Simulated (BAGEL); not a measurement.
# Si2H5O (SMILES O[SiH2][SiH2]): ROHF/6-31G(d) (density fitting with qzvpp-jkfit, spherical functions)

Aim: the vertical doublet–quartet gap of Si2H5O at ROHF/6-31G* (density fitting with qzvpp-jkfit, spherical functions), from 2 runs. 

The results are computed with BAGEL 1.2.2.

2 further runs of the same task are left out: 1 that didn't finish, 1 set aside as unsound or not needed.

## 1. Starting point

Si2H5O has 8 atoms, charge 0, and is taken as a doublet. As SMILES, `O[SiH2][SiH2]`. The coordinates come from a PBE0-D4/def2-TZVP relaxation. This is one conformer, not always the lowest.

Bond lengths: O1–Si2 1.652 Å, Si2–Si3 2.337 Å, O1–H4 0.958 Å, Si2–H5 1.483 Å, Si2–H6 1.494 Å, Si3–H7 1.490 Å, Si3–H8 1.491 Å. Angles: O1–Si2–Si3 111.8°, O1–Si2–H5 106.1°, O1–Si2–H6 110.6°, Si3–Si2–H5 109.1°, Si3–Si2–H6 110.3°, Si2–O1–H4 117.8°, Si2–Si3–H7 114.2°, Si2–Si3–H8 114.7°, H5–Si2–H6 108.7°, H7–Si3–H8 109.3°.

## 2. The energy at ROHF/6-31G(d) (density fitting with qzvpp-jkfit, spherical functions)

input.json reads:

```json
{ "bagel" : [

{
  "title" : "molecule",
  "basis" : "6-31gs.json",
  "df_basis" : "qzvpp-jkfit",
  "angstrom" : "true",
  "geometry" : [
    { "atom" : "O", "xyz" : [      -1.163500,      -0.090700,      -1.552200 ] },
    { "atom" : "Si", "xyz" : [       0.158800,       0.412900,      -0.700400 ] },
    { "atom" : "Si", "xyz" : [       0.537500,      -0.917400,       1.183100 ] },
    { "atom" : "H", "xyz" : [      -2.016900,      -0.043900,      -1.119900 ] },
    { "atom" : "H", "xyz" : [       1.313200,       0.288100,      -1.622700 ] },
    { "atom" : "H", "xyz" : [       0.014600,       1.845600,      -0.303300 ] },
    { "atom" : "H", "xyz" : [       1.822400,      -0.633100,       1.882000 ] },
    { "atom" : "H", "xyz" : [      -0.574000,      -0.918600,       2.177600 ] }
  ]
},

{
  "title" : "rohf",
  "nopen" : 1
},

{
  "title" : "print",
  "file" : "orbitals.molden",
  "orbitals" : "true"
}

]}
```

The basis set 6-31G* is read from a file made from the Basis Set Exchange's data (not shown).

On the command line:

```
BAGEL_NUM_THREADS=1 BAGEL input.json > input.out
```

Standard output:

```text
* using 1 threads per process

  ===============================================================
  ===============================================================

  *** Geometry ***

  { "atom" : "O", "xyz" : [     -2.198696,     -0.171398,     -2.933233 ] },
  { "atom" : "Si", "xyz" : [      0.300089,      0.780268,     -1.323564 ] },
  { "atom" : "Si", "xyz" : [      1.015728,     -1.733635,      2.235735 ] },
  { "atom" : "H", "xyz" : [     -3.811389,     -0.082959,     -2.116304 ] },
  { "atom" : "H", "xyz" : [      2.481588,      0.544430,     -3.066459 ] },
  { "atom" : "H", "xyz" : [      0.027590,      3.487679,     -0.573154 ] },
  { "atom" : "H", "xyz" : [      3.443837,     -1.196386,      3.556465 ] },
  { "atom" : "H", "xyz" : [     -1.084703,     -1.735902,      4.115068 ] },

  Number of auxiliary basis functions:      423

  Since a DF basis is specified, we compute 2- and 3-index integrals:
    o Being stored without compression. Storage requirement is 0.012 GB

  Number of basis functions:       60
  Number of electrons      :       41

    * METHOD: MOLECULE                             0.13

  *** Open-shell HF ***

  === Nuclear Repulsion ===
   143.9263347418

      * DIIS with orbital gradients will be used.

  === ROHF iteration (6-31gs.json) ===
      0       -655.41185116          0.04752011           0.05
      1       -655.52076837          0.03087261           0.05
      2       -655.55945629          0.02039947           0.05
      3       -655.58683537          0.00136632           0.05
      4       -655.58733076          0.00043316           0.05
      5       -655.58746576          0.00018858           0.05
      6       -655.58750102          0.00004210           0.05
      7       -655.58752443          0.00001416           0.05
      8       -655.58752796          0.00000445           0.05
      9       -655.58752876          0.00000202           0.05
     10       -655.58752896          0.00000097           0.05
     11       -655.58752897          0.00000023           0.05
     12       -655.58752896          0.00000008           0.05
     13       -655.58752896          0.00000003           0.05
     14       -655.58752896          0.00000001           0.05
     15       -655.58752896          0.00000001           0.05
    * SCF iteration converged.

    * S^2 (ROHF) is 0.7500

    * Permanent dipole moment:
           (    0.338268,    -0.161456,    -0.379958) a.u.

    * METHOD: ROHF                                 0.94

    * METHOD: PRINT                                0.01

  ===============================================================
```

Run time: 1.2 s. Hardware: 1 thread of Arm Neoverse V2, shared host; peak memory 0.082 GiB.

## 3. The quartet, same level

job.json reads:

```json
{ "bagel": [

{
  "title": "molecule",
  "basis": "6-31gs.json",
  "df_basis": "qzvpp-jkfit",
  "angstrom": true,
  "geometry": [
    { "atom": "O", "xyz": [   -1.163500,   -0.090700,   -1.552200 ] },
    { "atom": "Si", "xyz": [    0.158800,    0.412900,   -0.700400 ] },
    { "atom": "Si", "xyz": [    0.537500,   -0.917400,    1.183100 ] },
    { "atom": "H", "xyz": [   -2.016900,   -0.043900,   -1.119900 ] },
    { "atom": "H", "xyz": [    1.313200,    0.288100,   -1.622700 ] },
    { "atom": "H", "xyz": [    0.014600,    1.845600,   -0.303300 ] },
    { "atom": "H", "xyz": [    1.822400,   -0.633100,    1.882000 ] },
    { "atom": "H", "xyz": [   -0.574000,   -0.918600,    2.177600 ] }
  ]
},
{ "title": "rohf", "nopen": 3 },
{ "title": "print", "file": "orbitals.molden", "orbitals": true }

]}
```

The basis set 6-31G* is read from a file made from the Basis Set Exchange's data (not shown).

On the command line:

```
BAGEL_NUM_THREADS=1 BAGEL job.json > job.out
```

Standard output:

```text
* using 1 threads per process

  ===============================================================
  ===============================================================

  *** Geometry ***

  { "atom" : "O", "xyz" : [     -2.198696,     -0.171398,     -2.933233 ] },
  { "atom" : "Si", "xyz" : [      0.300089,      0.780268,     -1.323564 ] },
  { "atom" : "Si", "xyz" : [      1.015728,     -1.733635,      2.235735 ] },
  { "atom" : "H", "xyz" : [     -3.811389,     -0.082959,     -2.116304 ] },
  { "atom" : "H", "xyz" : [      2.481588,      0.544430,     -3.066459 ] },
  { "atom" : "H", "xyz" : [      0.027590,      3.487679,     -0.573154 ] },
  { "atom" : "H", "xyz" : [      3.443837,     -1.196386,      3.556465 ] },
  { "atom" : "H", "xyz" : [     -1.084703,     -1.735902,      4.115068 ] },

  Number of auxiliary basis functions:      423

  Since a DF basis is specified, we compute 2- and 3-index integrals:
    o Being stored without compression. Storage requirement is 0.012 GB

  Number of basis functions:       60
  Number of electrons      :       41

    * METHOD: MOLECULE                             0.13

  *** Open-shell HF ***

  === Nuclear Repulsion ===
   143.9263347418

      * DIIS with orbital gradients will be used.

  === ROHF iteration (6-31gs.json) ===
      0       -655.08696387          0.04941215           0.05
      1       -655.14735158          0.05056485           0.05
      2       -655.21438171          0.04102872           0.05
      3       -655.34677786          0.00291494           0.05
      4       -655.35156376          0.00191439           0.05
      5       -655.35427423          0.00126143           0.05
      6       -655.35591464          0.00059783           0.05
      7       -655.35639733          0.00021021           0.05
      8       -655.35650782          0.00010755           0.05
      9       -655.35653041          0.00008671           0.05
     10       -655.35654208          0.00005373           0.05
     11       -655.35655355          0.00002673           0.05
     12       -655.35655667          0.00001556           0.05
     13       -655.35655766          0.00000914           0.05
     14       -655.35655807          0.00000518           0.05
     15       -655.35655820          0.00000291           0.06
     16       -655.35655838          0.00000179           0.05
     17       -655.35655837          0.00000074           0.05
     18       -655.35655840          0.00000030           0.05
     19       -655.35655839          0.00000015           0.05
     20       -655.35655839          0.00000008           0.05
     21       -655.35655839          0.00000005           0.05
     22       -655.35655839          0.00000003           0.05
     23       -655.35655839          0.00000002           0.05
     24       -655.35655839          0.00000001           0.05
     25       -655.35655839          0.00000001           0.05
    * SCF iteration converged.

    * S^2 (ROHF) is 3.7500

    * Permanent dipole moment:
           (    0.267403,     0.016074,    -0.659457) a.u.

    * METHOD: ROHF                                 1.47

    * METHOD: PRINT                                0.01

  ===============================================================
```

Wall time 1.8 s (1 thread of Arm Neoverse V2, shared host); peak memory 0.082 GiB.

## 4. Results

Level: ROHF/6-31G* (density fitting with qzvpp-jkfit, spherical functions).

```
                                        quantity          value
                           doublet: total energy  -655.58753 Eh
                          doublet: dipole moment         1.36 D
                                   doublet: ⟨S²⟩          0.750
                           quartet: total energy  -655.35656 Eh
                          quartet: dipole moment         1.81 D
                                   quartet: ⟨S²⟩          3.750
vertical energy of the quartet above the doublet       6.285 eV
```

What this shows: At this shape the quartet lies 6.29 eV (606 kJ/mol) above the doublet.
